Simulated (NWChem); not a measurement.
System: pyrrole (C$_{4}$H$_{5}$N); SMILES c1cc[nH]c1

NWChem input:

```
start job
memory heap 200 mb stack 900 mb global 1100 mb
geometry units angstroms noautosym nocenter noautoz
  C      0.707947    -0.986020     0.000000
  C     -0.713602    -0.981953     0.000000
  C     -1.118268     0.336322     0.000000
  N      0.003176     1.116063     0.000000
  C      1.120140     0.329923     0.000000
  H      1.359933    -1.857496     0.000000
  H     -1.370562    -1.849686     0.000000
  H     -2.113367     0.775729     0.000000
  H      0.006067     2.125810     0.000000
  H      2.117736     0.763634     0.000000
end
basis spherical
  * library 6-31g*
end
dft
  xc pbe0
  iterations 150
end
task dft gradient
```

Parts of the log:

```
             Northwest Computational Chemistry Package (NWChem) 7.3.0
             --------------------------------------------------------

                             Geometry "geometry" -> ""
                             -------------------------

 Output coordinates in angstroms (scale by  1.889725989 to convert to a.u.)

  No.       Tag          Charge          X              Y              Z
 ---- ---------------- ---------- -------------- -------------- --------------
    1 C                    6.0000     0.70794700    -0.98602000     0.00000000
    2 C                    6.0000    -0.71360200    -0.98195300     0.00000000
    3 C                    6.0000    -1.11826800     0.33632200     0.00000000
    4 N                    7.0000     0.00317600     1.11606300     0.00000000
    5 C                    6.0000     1.12014000     0.32992300     0.00000000
    6 H                    1.0000     1.35993300    -1.85749600     0.00000000
    7 H                    1.0000    -1.37056200    -1.84968600     0.00000000
    8 H                    1.0000    -2.11336700     0.77572900     0.00000000
    9 H                    1.0000     0.00606700     2.12581000     0.00000000
   10 H                    1.0000     2.11773600     0.76363400     0.00000000

 Effective nuclear repulsion energy (a.u.)     161.0198502450

                                 NWChem DFT Module
                                 -----------------

 Summary of "ao basis" -> "ao basis" (spherical)
 ------------------------------------------------------------------------------
       Tag                 Description            Shells   Functions and Types
 ---------------- ------------------------------  ------  ---------------------
 C                           6-31g*                  6       14   3s2p1d
 N                           6-31g*                  6       14   3s2p1d
 H                           6-31g*                  2        2   2s

            General Information
            -------------------
          SCF calculation type: DFT
          Wavefunction type:  closed shell.
          No. of atoms     :    10
          No. of electrons :    36
           Alpha electrons :    18
            Beta electrons :    18
          Charge           :     0
          Spin multiplicity:     1
          Use of symmetry is: off; symmetry adaption is: off
          Maximum number of iterations: 150
          AO basis - number of functions:    80
                     number of shells:    40
          Convergence on energy requested:  1.00D-06
          Convergence on density requested:  1.00D-05
          Convergence on gradient requested:  5.00D-04

              XC Information
              --------------
                         PBE0 Method XC Functional
                     Hartree-Fock (Exact) Exchange  0.250
          PerdewBurkeErnzerhof Exchange Functional  0.750
            Perdew 1991 LDA Correlation Functional  1.000 local
           PerdewBurkeErnz. Correlation Functional  1.000 non-local

             Grid Information
             ----------------
          Grid used for XC integration:  medium
          Radial quadrature: Mura-Knowles
          Angular quadrature: Lebedev.
          Tag              B.-S. Rad. Rad. Pts. Rad. Cut. Ang. Pts.
          ---              ---------- --------- --------- ---------
          C                   0.70       49           9.0       434
          N                   0.65       49           9.0       434
          H                   0.35       45          11.0       434
          Grid pruning is: on
          Number of quadrature shells:   470
          Spatial weights used:  Erf1

      Superposition of Atomic Density Guess
      -------------------------------------

 Sum of atomic energies:        -207.42591753

      Non-variational initial energy
      ------------------------------

 Total energy =    -210.986595
 1-e energy   =    -597.271003
 2-e energy   =     225.264557
 HOMO         =      -0.222169
 LUMO         =       0.071777

   convergence    iter        energy       DeltaE   RMS-Dens  Diis-err
 ---------------- ----- ----------------- --------- --------- ---------
 d= 0,ls=0.0,diis     1   -209.8673562226 -3.71D+02  9.14D-03  3.83D-01
 d= 0,ls=0.0,diis     2   -209.8923142800 -2.50D-02  6.73D-03  1.71D-01
 d= 0,ls=0.0,diis     3   -209.9009058058 -8.59D-03  2.85D-03  1.12D-01
 d= 0,ls=0.0,diis     4   -209.9154690127 -1.46D-02  3.13D-04  1.26D-03
 d= 0,ls=0.0,diis     5   -209.9155784334 -1.09D-04  9.82D-05  2.09D-04
  Resetting Diis
 d= 0,ls=0.0,diis     6   -209.9156004591 -2.20D-05  2.11D-05  5.16D-06
 d= 0,ls=0.0,diis     7   -209.9156009808 -5.22D-07  1.26D-05  6.28D-07
 d= 0,ls=0.0,diis     8   -209.9156009719  8.91D-09  6.62D-06  7.30D-07

         Total DFT energy =     -209.915600971885
      One electron energy =     -601.357664140582
           Coulomb energy =      260.679487865323
    Exchange-Corr. energy =      -30.257274941646
 Nuclear repulsion energy =      161.019850245020

 Numeric. integr. density =       35.999984577796

                       DFT Final Molecular Orbital Analysis
                       ------------------------------------

 Vector   16  Occ=2.000000D+00  E=-3.751739D-01
              MO Center= -1.8D-03, -6.2D-01,  5.1D-11, r^2= 2.6D+00
   Bfn.  Coefficient  Atom+Function         Bfn.  Coefficient  Atom+Function
  ----- ------------  ---------------      ----- ------------  ---------------
     3      0.375541   1 C  px               17     -0.375179   2 C  px
    32     -0.182885   3 C  py               60     -0.182377   5 C  py
    48      0.150067   4 N  s                 7      0.138177   1 C  px
    21     -0.137929   2 C  px               76     -0.125462   8 H  s
    80     -0.125469  10 H  s                75     -0.118304   8 H  s

 Vector   17  Occ=2.000000D+00  E=-2.439903D-01
              MO Center= -9.2D-04, -3.2D-01, -2.1D-10, r^2= 2.2D+00
   Bfn.  Coefficient  Atom+Function         Bfn.  Coefficient  Atom+Function
  ----- ------------  ---------------      ----- ------------  ---------------
    47      0.374215   4 N  pz                5     -0.332151   1 C  pz
    19     -0.332153   2 C  pz               51      0.323292   4 N  pz
     9     -0.246741   1 C  pz               23     -0.246743   2 C  pz
    33     -0.031777   3 C  pz               61     -0.031772   5 C  pz
    37     -0.027530   3 C  pz               65     -0.027526   5 C  pz

 Vector   18  Occ=2.000000D+00  E=-2.112279D-01
              MO Center= -8.9D-06,  1.5D-03, -7.0D-10, r^2= 2.4D+00
   Bfn.  Coefficient  Atom+Function         Bfn.  Coefficient  Atom+Function
  ----- ------------  ---------------      ----- ------------  ---------------
    33      0.368543   3 C  pz               61     -0.368542   5 C  pz
    37      0.298113   3 C  pz               65     -0.298113   5 C  pz
     5     -0.212280   1 C  pz               19      0.212276   2 C  pz
     9     -0.161917   1 C  pz               23      0.161913   2 C  pz
    55      0.026519   4 N  d  1

 Vector   19  Occ=0.000000D+00  E= 5.945655D-02
              MO Center=  6.7D-04,  2.4D-01, -9.7D-11, r^2= 2.7D+00
   Bfn.  Coefficient  Atom+Function         Bfn.  Coefficient  Atom+Function
  ----- ------------  ---------------      ----- ------------  ---------------
    37      0.534820   3 C  pz               65      0.534823   5 C  pz
    51     -0.505382   4 N  pz               33      0.354796   3 C  pz
    61      0.354798   5 C  pz               47     -0.352402   4 N  pz
     9     -0.266261   1 C  pz               23     -0.266259   2 C  pz
     5     -0.173120   1 C  pz               19     -0.173119   2 C  pz

 Vector   20  Occ=0.000000D+00  E= 9.143384D-02
              MO Center=  4.7D-03,  1.6D+00,  5.7D-11, r^2= 4.5D+00
   Bfn.  Coefficient  Atom+Function         Bfn.  Coefficient  Atom+Function
  ----- ------------  ---------------      ----- ------------  ---------------
    78      1.489506   9 H  s                48     -1.058706   4 N  s
    50     -0.619267   4 N  py               76      0.483615   8 H  s
    80      0.483622  10 H  s                34     -0.420537   3 C  s
    62     -0.420540   5 C  s                72      0.382004   6 H  s
    74      0.382003   7 H  s                46     -0.234936   4 N  py

 Vector   21  Occ=0.000000D+00  E= 1.044732D-01
              MO Center= -1.8D-03, -6.3D-01,  7.1D-10, r^2= 2.7D+00
   Bfn.  Coefficient  Atom+Function         Bfn.  Coefficient  Atom+Function
  ----- ------------  ---------------      ----- ------------  ---------------
     9      0.671971   1 C  pz               23     -0.671973   2 C  pz
    37      0.409591   3 C  pz               65     -0.409587   5 C  pz
     5      0.384590   1 C  pz               19     -0.384591   2 C  pz
    33      0.230680   3 C  pz               61     -0.230679   5 C  pz
    55      0.029329   4 N  d  1             39      0.028066   3 C  d -1

     Multipole analysis of the density
     ---------------------------------

     L   x y z        total         alpha         beta         nuclear
     -   - - -        -----         -----         ----         -------
     0   0 0 0     -0.000000    -18.000000    -18.000000     36.000000

     1   1 0 0      0.002215      0.001730      0.001730     -0.001245
     1   0 1 0      0.774039      0.424753      0.424753     -0.075468
     1   0 0 1      0.000000      0.000000      0.000000      0.000000

     2   2 0 0    -19.371450    -69.988526    -69.988526    120.605603
     2   1 1 0      0.006843      0.001034      0.001034      0.004775
     2   1 0 1     -0.000000     -0.000000     -0.000000      0.000000
     2   0 2 0    -16.970828    -69.631569    -69.631569    122.292309
     2   0 1 1      0.000000      0.000000      0.000000      0.000000
     2   0 0 2    -24.640988    -12.320494    -12.320494      0.000000

            General Information
            -------------------
          SCF calculation type: DFT
          Wavefunction type:  closed shell.
          No. of atoms     :    10
          No. of electrons :    36
           Alpha electrons :    18
            Beta electrons :    18
          Charge           :     0
          Spin multiplicity:     1
          Use of symmetry is: off; symmetry adaption is: off
          Maximum number of iterations: 150
          AO basis - number of functions:    80
                     number of shells:    40
          Convergence on energy requested:  1.00D-06
          Convergence on density requested:  1.00D-05
          Convergence on gradient requested:  5.00D-04

              XC Information
              --------------
                         PBE0 Method XC Functional
                     Hartree-Fock (Exact) Exchange  0.250
          PerdewBurkeErnzerhof Exchange Functional  0.750
            Perdew 1991 LDA Correlation Functional  1.000 local
           PerdewBurkeErnz. Correlation Functional  1.000 non-local

             Grid Information
             ----------------
          Grid used for XC integration:  medium
          Radial quadrature: Mura-Knowles
          Angular quadrature: Lebedev.
          Tag              B.-S. Rad. Rad. Pts. Rad. Cut. Ang. Pts.
          ---              ---------- --------- --------- ---------
          C                   0.70       49           9.0       434
          N                   0.65       49           9.0       434
          H                   0.35       45          11.0       434
          Grid pruning is: on
          Number of quadrature shells:   470
          Spatial weights used:  Erf1

          Convergence Information
          -----------------------
          Convergence aids based upon iterative change in
          total energy or number of iterations.
          Levelshifting, if invoked, occurs when the
          HOMO/LUMO gap drops below (HL_TOL):  1.00D-02
          DIIS, if invoked, will attempt to extrapolate
          using up to (NFOCK): 10 stored Fock matrices.

                    Damping( 0%)  Levelshifting(0.5)       DIIS
                  --------------- ------------------- ---------------
          dE  on:    start            ASAP                start
          dE off:    2 iters        150 iters           150 iters

                            NWChem DFT Gradient Module
                            --------------------------

  charge          =   0.00
  wavefunction    = closed shell

                         DFT ENERGY GRADIENTS

    atom               coordinates                        gradient
                 x          y          z           x          y          z
   1 C       1.337826  -1.863308   0.000000   -0.001967   0.000696  -0.000000
   2 C      -1.348512  -1.855622   0.000000    0.001970   0.000686  -0.000000
   3 C      -2.113220   0.635556   0.000000    0.005580   0.002086  -0.000000
   4 N       0.006002   2.109053   0.000000   -0.000011  -0.004431   0.000000
   5 C       2.116758   0.623464   0.000000   -0.005570   0.002119   0.000000
   6 H       2.569901  -3.510158   0.000000    0.002824  -0.003890  -0.000000
   7 H      -2.589987  -3.495400   0.000000   -0.002846  -0.003874   0.000000
   8 H      -3.993685   1.465915   0.000000   -0.004819   0.001715   0.000000
   9 H       0.011465   4.017198   0.000000    0.000009   0.003204   0.000000
  10 H       4.001941   1.443059   0.000000    0.004830   0.001688  -0.000000
```

Level: PBE0/6-31G* (spherical d). The geometry was optimised at PBE0/def2-SVP.
